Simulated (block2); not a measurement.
# DMRG/ANO-RCC-MB run of NOF (nitrosyl fluoride)

What is the vertical ionisation energy of NOF (nitrosyl fluoride) at DMRG/ANO-RCC-MB? 

The results are computed with block2 0.5.4.

4 further runs of the same task are left out: 1 that didn't finish, 3 set aside as unsound or not needed.

### Step 1. The system as given

NOF: 3 atoms, total charge 0, spin state singlet. As SMILES, `O=NF`. The shape is that of a GFN2-xTB optimisation.

Bond lengths: O1–N2 1.139 Å, N2–F3 1.492 Å. Angles: O1–N2–F3 111.3°.

### Step 2. A single-point energy at DMRG/ANO-RCC-MB

The input, prepare.py:

```python
from pyscf import ao2mo, cc, dft, gto, mcscf, mp, scf
from pyscf.tools import fcidump

mol = gto.M(atom="""
O      0.881240     0.243070     0.511850
N      0.147270    -0.481640     0.029090
F     -1.028520     0.238580    -0.540950
""", basis="ano-rcc-mb", charge=0, verbose=4, max_memory=2000)
print("basis functions = %d" % (mol.nao))
mf = scf.RHF(mol)
mf.conv_tol = 1e-10
mf.max_cycle = 200
mf.kernel()
if not mf.converged:
    mf = mf.newton().run(mf.mo_coeff, mf.mo_occ)
print(f"E(SCF) = {mf.e_tot:.10f}")
# MP2, CCSD and CCSD(T) with the same frozen core
ref = mf
pt = mp.MP2(ref, frozen=3).run()
mycc = cc.CCSD(ref, frozen=3)
mycc.max_cycle = 150
mycc.kernel()
print("E(MP2) = %.10f" % (pt.e_tot))
if mycc.converged:
    print("CCSD total energy = %.10f" % (mycc.e_tot))
    print("E(CCSD(T)) = %.10f" % (mycc.e_tot + mycc.ccsd_t()))
    print(f"T1 = {mycc.get_t1_diagnostic():.4f}")
# a few density functionals on the same geometry and basis
ks = dft.RKS(mol, xc="tpss").set(conv_tol=1e-9, verbose=3).run()
if ks.converged:
    print(f"E(TPSS) = {ks.e_tot:.8f}")
ks = dft.RKS(mol, xc="hse06").set(conv_tol=1e-9, verbose=3).run()
if ks.converged:
    print(f"E(HSE06) = {ks.e_tot:.8f}")
ks = dft.RKS(mol, xc="bhandhlyp").set(conv_tol=1e-9, verbose=3).run()
if ks.converged:
    print("E(BHLYP) = %.8f" % (ks.e_tot))
ks = dft.RKS(mol, xc="blyp").set(conv_tol=1e-9, verbose=3).run()
if ks.converged:
    print(f"E(BLYP) = {ks.e_tot:.8f}")
ks = dft.RKS(mol, xc="camb3lyp").set(conv_tol=1e-9, verbose=3).run()
if ks.converged:
    print(f"E(CAM-B3LYP) = {ks.e_tot:.8f}")
# write the integrals of the correlated orbitals
cas = mcscf.CASCI(mf, 12, 18)
h1, ecore = cas.get_h1eff()
fcidump.from_integrals("FCIDUMP", h1, cas.get_h2eff(), 12, 18, nuc=ecore, ms=0)
# exact diagonalisation in the same space
ci = mcscf.CASCI(mf, 12, (9, 9))
ci.fix_spin_(ss=0)
ci.fcisolver.conv_tol = 1e-10
ci.fcisolver.max_cycle = 200
ci.kernel()
print(f"E(FCI) = {ci.e_tot:.10f}")
```

The input, dmrg.conf:

```
sym c1
orbitals FCIDUMP
nelec 18
spin 0
irrep 1
occ 2 2 2 2 2 2 2 2 2 0 0 0
cbias 0.2
schedule
0 12 1E-07 1E-03
2 25 1E-07 1E-04
5 50 1E-07 1E-04
8 100 1E-07 1E-05
11 100 1E-08 0.0
end
maxiter 17
sweep_tol 1E-07
fiedler
mem 1g
num_thrds 1
prefix ./tmp
outputlevel 1
onepdm
```

Command:

```console
$ python prepare.py && block2main dmrg.conf
```

Output:

```text
$ python prepare.py

[INPUT] verbose = 4
[INPUT] num. atoms = 3
[INPUT] num. electrons = 24
[INPUT] charge = 0
[INPUT] spin (= nelec alpha-beta = 2S) = 0
[INPUT] symmetry False subgroup None
[INPUT] Mole.unit = angstrom
[INPUT] Symbol           X                Y                Z      unit          X                Y                Z       unit  Magmom
[INPUT]  1 O      0.881240000000   0.243070000000   0.511850000000 AA    1.665302250012   0.459335729098   0.967256316859 Bohr   0.0
[INPUT]  2 N      0.147270000000  -0.481640000000   0.029090000000 AA    0.278299966365  -0.910167690636   0.054972132964 Bohr   0.0
[INPUT]  3 F     -1.028520000000   0.238580000000  -0.540950000000 AA   -1.943621113638   0.450850858799  -1.022247347083 Bohr   0.0

[... 76 lines left out ...]
Init t2, MP2 energy = -228.56120368655  E_corr(MP2) -0.14207311488858
[... 17 lines left out ...]
CCSD total energy = -228.5846621473
[... 23 lines left out ...]
converged SCF energy = -229.330702981874
[... 21 lines left out ...]
converged SCF energy = -229.547843514605
[... 17 lines left out ...]
sorting_mo_energy = False
[... 54 lines left out ...]
integral sym error =            0
[... 52 lines left out ...]
DMRG Energy = -228.595892092529255
[... 17 lines left out ...]
Expectation | Direction =  forward | BRA bond dimension =  100 | KET bond dimension =  100
Time elapsed =      0.144
NPDM Sorting | Nsites =    12 | Nmaxops =  2 | DotSite = 2 | SymbolFree = T | Compressed = T | LowMem = F | Mem = 1.12 KB
Ttotal =      0.000

DMRG OCC =   1.992 1.996 1.987 1.973 1.981 1.943 1.993 1.947 1.905 0.121 0.133 0.028
```

Wall time 43 s (1 thread of Intel Xeon at 2.50GHz (Skylake/Cascade Lake), shared host); peak memory 0.2 GiB.

### Step 3. The doublet cation: the energy at DMRG/ANO-RCC-MB

The input, prepare.py:

```python
from pyscf import ao2mo, cc, dft, gto, mcscf, mp, scf
from pyscf.tools import fcidump

geom = """
O      0.881240     0.243070     0.511850
N      0.147270    -0.481640     0.029090
F     -1.028520     0.238580    -0.540950
"""
mol = gto.M(
    atom=geom,
    basis="ano-rcc-mb",
    charge=1,
    spin=1,
    verbose=3,
    max_memory=2000,
)
print("basis functions: %d" % (mol.nao))
mf = scf.ROHF(mol)
mf.conv_tol = 1e-10
mf.max_cycle = 200
mf.kernel()
if not mf.converged:
    mf = mf.newton().run(mf.mo_coeff, mf.mo_occ)
print(f"reference energy: {mf.e_tot:.10f}")
# MP2, CCSD and CCSD(T) with the same frozen core
ref = scf.UHF(mol).run(mf.make_rdm1(), conv_tol=1e-10)
pt = mp.MP2(ref, frozen=3).run()
mycc = cc.CCSD(ref, frozen=3)
mycc.max_cycle = 150
mycc.kernel()
print("MP2 total energy: %.10f" % (pt.e_tot))
if mycc.converged:
    print("CCSD total energy: %.10f" % (mycc.e_tot))
    print("E(CCSD(T)): %.10f" % (mycc.e_tot + mycc.ccsd_t()))
# a few density functionals on the same geometry and basis
ks = dft.UKS(mol, xc="tpss").set(conv_tol=1e-9, verbose=3).run(mf.make_rdm1())
if ks.converged:
    print("E(TPSS): %.8f" % (ks.e_tot))
ks = dft.UKS(mol, xc="hse06").set(conv_tol=1e-9, verbose=3).run(mf.make_rdm1())
if ks.converged:
    print("E(HSE06): %.8f" % (ks.e_tot))
ks = dft.UKS(mol, xc="bhandhlyp").set(conv_tol=1e-9, verbose=3).run(mf.make_rdm1())
if ks.converged:
    print(f"E(BHLYP): {ks.e_tot:.8f}")
ks = dft.UKS(mol, xc="blyp").set(conv_tol=1e-9, verbose=3).run(mf.make_rdm1())
if ks.converged:
    print("E(BLYP): %.8f" % (ks.e_tot))
ks = dft.UKS(mol, xc="camb3lyp").set(conv_tol=1e-9, verbose=3).run(mf.make_rdm1())
if ks.converged:
    print(f"E(CAM-B3LYP): {ks.e_tot:.8f}")
# rotate to MP2 natural orbitals
occ_no, mo = mcscf.addons.make_natural_orbitals(mp.MP2(mf.to_uhf(), frozen=3).run())
mf.mo_coeff = mo
# FCIDUMP for the DMRG program
cas = mcscf.CASCI(mf, 12, 17)
h1, ecore = cas.get_h1eff()
fcidump.from_integrals("FCIDUMP", h1, cas.get_h2eff(), 12, 17, nuc=ecore, ms=1)
# FCI check
ci = mcscf.CASCI(mf, 12, (9, 8))
ci.fix_spin_(ss=0.75)
ci.fcisolver.conv_tol = 1e-10
ci.fcisolver.max_cycle = 200
ci.kernel()
print("exact diagonalisation: %.10f" % (ci.e_tot))
```

The input, dmrg.conf:

```
sym c1
orbitals FCIDUMP
nelec 17
spin 1
irrep 1
occ 2 2 2 2 2 2 2 2 1 0 0 0
cbias 0.2
schedule
0 25 1E-07 1E-04
3 50 1E-07 1E-04
7 100 1E-07 1E-05
10 100 1E-08 0.0
end
maxiter 16
sweep_tol 1E-06
gaopt default
mem 2g
num_thrds 1
prefix ./tmp
outputlevel 1
```

Command:

```console
$ python prepare.py && block2main dmrg.conf
```

Output:

```text
$ python prepare.py
[... 1 line left out ...]
SCF not converged.
SCF energy = -227.881158905366
[... 1 line left out ...]
reference energy: -227.8866850850
SCF not converged.
SCF energy = -227.880842203709 after 50 cycles  <S^2> = 0.80450554  2S+1 = 2.0537824
[... 4 lines left out ...]
CCSD total energy: -228.0375180980
[... 4 lines left out ...]
converged SCF energy = -228.765177236881  <S^2> = 0.77094125  2S+1 = 2.0208328
[... 3 lines left out ...]
converged SCF energy = -228.987870147039  <S^2> = 0.75498129  2S+1 = 2.0049751
[... 42 lines left out ...]
integral sym error =            0
[... 33 lines left out ...]
Sweep =    6 | Direction =  forward | Bond dimension =   50 | Noise =  1.00e-04 | Dav threshold =  1.00e-07
Time elapsed =      5.715 | E =    -228.0951709804 | DE = -6.53e-06 | DW = 1.76842e-04

Sweep =    7 | Direction = backward | Bond dimension =  100 | Noise =  1.00e-05 | Dav threshold =  1.00e-07
Time elapsed =      7.115 | E =    -228.0955310503 | DE = -3.60e-04 | DW = 1.28091e-05

Sweep =    8 | Direction =  forward | Bond dimension =  100 | Noise =  1.00e-05 | Dav threshold =  1.00e-07
Time elapsed =      8.769 | E =    -228.0956249980 | DE = -9.39e-05 | DW = 1.84532e-05

Sweep =    9 | Direction = backward | Bond dimension =  100 | Noise =  1.00e-05 | Dav threshold =  1.00e-07
Time elapsed =     10.192 | E =    -228.0956708545 | DE = -4.59e-05 | DW = 1.72900e-05

Sweep =   10 | Direction =  forward | Bond dimension =  100 | Noise =  0.00e+00 | Dav threshold =  1.00e-08
Time elapsed =     11.861 | E =    -228.0956738881 | DE = -3.03e-06 | DW = 1.82704e-05

Sweep =   11 | Direction = backward | Bond dimension =  100 | Noise =  0.00e+00 | Dav threshold =  1.00e-08
Time elapsed =     13.471 | E =    -228.0956744027 | DE = -5.15e-07 | DW = 1.61486e-05

Final canonical form =  CRRRRRRRRRRR 0
DMRG Energy = -228.095674402741935
```

Wall time 84 s (1 thread of Intel Xeon at 2.50GHz (Skylake/Cascade Lake), shared host); peak memory 0.21 GiB.

### Step 4. Outcome

At DMRG/ANO-RCC-MB, 3 core orbitals frozen:

| quantity | value |
| --- | --- |
| run 1, DMRG/ANO-RCC-MB: total energy | -228.59589 Eh |
| run 1, DMRG/ANO-RCC-MB: T1 diagnostic of the CCSD step | 0.020 |
| doublet cation: total energy | -228.09567 Eh |
| vertical ionisation energy (to the doublet cation) | 13.612 eV |

**Reading.** The vertical ionisation energy comes to 13.61 eV (1313 kJ/mol). In a minimal basis such a difference can be off by several eV, whatever the method. The basis (run 1, DMRG/ANO-RCC-MB) was made for a relativistic Hamiltonian, but the run is non-relativistic. The basis (doublet cation) was made for a relativistic Hamiltonian, but the run is non-relativistic.
